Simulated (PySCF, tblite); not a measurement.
**CH₇N, a complex of two parts: NMR shifts, interaction energy, infrared bands, spin-spin couplings and core binding energies**

One table from this session's results is given with a row withheld; the runs are named, their logs left out.

Computed with tblite 0.8.0 and PySCF 2.14.0; each step states its level. No surroundings beyond the atoms listed, unless a continuum is named. Atoms count from 0, parts from 1.

## The system as given

9 atoms, charge 0, multiplicity 1; geometry: rigid parts in contact. Parts: 1 = atoms 0–4, `C`, charge 0; 2 = atoms 5–8, `N`, charge 0.

The first run:

What the job is given:

```
{"job": {"kind": "dock", "xc": "GFN2-xTB", "basis": "xTB"}, "charge": 0, "multiplicity": 1, "parts": [{"atoms": "0-4", "charge": 0, "multiplicity": 1}, {"atoms": "5-8", "charge": 0, "multiplicity": 1}]}
C      0.000038    -0.000075     0.000067
H      0.156279     0.041701     1.069986
H     -0.476278     0.913670    -0.331026
H     -0.633457    -0.844096    -0.239377
H      0.953418    -0.111201    -0.499650
N      2.242162     1.118785    -1.847830
H      1.698936     1.969020    -1.934487
H      3.032160     1.319156    -1.246843
H      2.604625     0.890861    -2.765541
```

Method: GFN2-xTB search for minima from random contacts, gas phase.

Launch:

```console
$ OMP_NUM_THREADS=1 python cluster_run.py task.json out
```

This one command runs all jobs of the session in turn.

Among the steps run: Docking the parts with GFN2-xTB; Optimising the geometry at PBE0-D3(BJ)/def2-TZVPD; Nuclear shieldings: PBE0/pcSseg-2; Coupled-cluster interaction energy: CCSD(T) and MP2.

One of the session's tables, all rows but one given; the rest of the session is left out.

It belongs to the step «Coupled-cluster interaction energy: CCSD(T) and MP2». 

```
                 method  interaction energy (kcal/mol)
         HF/aug-cc-pVDZ                           0.16
        MP2/aug-cc-pVDZ                              ?
       CCSD/aug-cc-pVDZ                          -0.45
    CCSD(T)/aug-cc-pVDZ                          -0.57
         HF/aug-cc-pVQZ                           0.17
        MP2/aug-cc-pVQZ                          -0.68
    SCS-MP2/aug-cc-pVQZ                          -0.45
      MP2, extrapolated                          -0.70
CCSD(T), limit estimate                          -0.75
```

Q: Estimate the row for MP2/aug-cc-pVDZ from the others.

**Answer.** interaction energy (kcal/mol): -0.52. In the column «interaction energy (kcal/mol)» it lies between CCSD(T)/aug-cc-pVDZ (-0.57) and CCSD/aug-cc-pVDZ (-0.45).
